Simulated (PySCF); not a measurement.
## How well do the runs reproduce experiment for dichlorofluoromethane?

**The experiment to reproduce.**

From NIST CCCBDB Release 22 (SRD 101), experimental dipoles, for the gas: dipole moment (dielectric constant against temperature) 1.29 D.

From NIST CCCBDB Release 22 (SRD 101), experimental polarizabilities, for the gas: mean polarisability 6.611 Å³.

The results are set against them at the end.

Dichlorofluoromethane, CHCl2F.
Atom-mapped SMILES: `[F:1][CH:2]([Cl:3])[Cl:4]` (hydrogens: H5 on C2)

Cartesian coordinates in Å at the GFN2-xTB level; atoms count from 1:
```xyz
5
CHCl2F angstrom
F     -0.066    1.147   -0.770
C      0.004    0.103    0.070
Cl     1.465   -0.834   -0.289
Cl    -1.447   -0.896   -0.125
H      0.053    0.483    1.097
```

The PySCF runs (gas phase, on this GFN2-xTB geometry; no spin–orbit coupling):

```tsv
level	job	basis functions
PBE0/pcSseg-1	shieldings, charges and field gradients	87
CAM-B3LYP/def2-SVPD	8 singlets by full TDDFT, 3 Tamm–Dancoff triplets, polarisability	105
PBE0/def2-SVPD	6 singlets by full TDDFT, 2 Tamm–Dancoff triplets, polarisability	105
KT2/def2-SVPD, level shift 0.2 Eh	25 singlets by full TDDFT, 5 Tamm–Dancoff triplets, polarisability	105
revPBE/STO-3G, grid level 4	spin–spin couplings from 3 perturbed nuclei	29
BLYP/def2-TZVP	spin–spin couplings from 3 perturbed nuclei	142
KT2/ANO-RCC-VDZP, start guess huckel	spin–spin couplings from 3 perturbed nuclei	69
PW91/pcSseg-2	spin–spin couplings from 3 perturbed nuclei	172
```

Results beside the measurements:

**Dipole moment.** Measured: 1.29 D (NIST CCCBDB Release 22 (SRD 101), experimental dipoles).

```json
{"level": "PBE0/pcSseg-1", "computed (D)": "1.43", "computed − measured (D)": "+0.14", "% (from the printed values)": "+11"}
{"level": "CAM-B3LYP/def2-SVPD", "computed (D)": "1.33", "computed − measured (D)": "+0.04", "% (from the printed values)": "+3"}
{"level": "PBE0/def2-SVPD", "computed (D)": "1.30", "computed − measured (D)": "+0.01", "% (from the printed values)": "+1"}
{"level": "KT2/def2-SVPD", "computed (D)": "1.23", "computed − measured (D)": "-0.06", "% (from the printed values)": "-5"}
{"level": "revPBE/STO-3G", "computed (D)": "1.92", "computed − measured (D)": "+0.63", "% (from the printed values)": "+49"}
{"level": "BLYP/def2-TZVP", "computed (D)": "1.20", "computed − measured (D)": "-0.09", "% (from the printed values)": "-7"}
{"level": "KT2/ANO-RCC-VDZP", "computed (D)": "1.29", "computed − measured (D)": "0.00", "% (from the printed values)": "0"}
{"level": "PW91/pcSseg-2", "computed (D)": "1.27", "computed − measured (D)": "-0.02", "% (from the printed values)": "-2"}
```

Closest is KT2/ANO-RCC-VDZP (0.00 D), furthest revPBE/STO-3G (+0.63 D); one molecule doesn't rank methods. The computed dipoles belong to one fixed geometry; measured ones are averaged over vibrations unless marked μe. Magnitudes are compared, not signs.

**Mean polarisability.** Measured: 6.611 Å³ (NIST CCCBDB Release 22 (SRD 101), experimental polarizabilities).

```json
{"level": "CAM-B3LYP/def2-SVPD", "computed (Å³)": "6.417", "computed − measured (Å³)": "-0.194", "% (from the printed values)": "-3"}
{"level": "PBE0/def2-SVPD", "computed (Å³)": "6.434", "computed − measured (Å³)": "-0.177", "% (from the printed values)": "-3"}
{"level": "KT2/def2-SVPD", "computed (Å³)": "6.703", "computed − measured (Å³)": "+0.092", "% (from the printed values)": "+1"}
```

Closest is KT2/def2-SVPD (+0.092 Å³), furthest CAM-B3LYP/def2-SVPD (-0.194 Å³); one molecule doesn't rank methods. The computed values are static and purely electronic, with core orbitals frozen in the response (1 au = 0.148185 Å³). The table of measured values doesn't say here whether a value is static or optical, or holds a vibrational part.

The geometry is computed, not the measured one. Where a level misses, the cause wasn't examined.
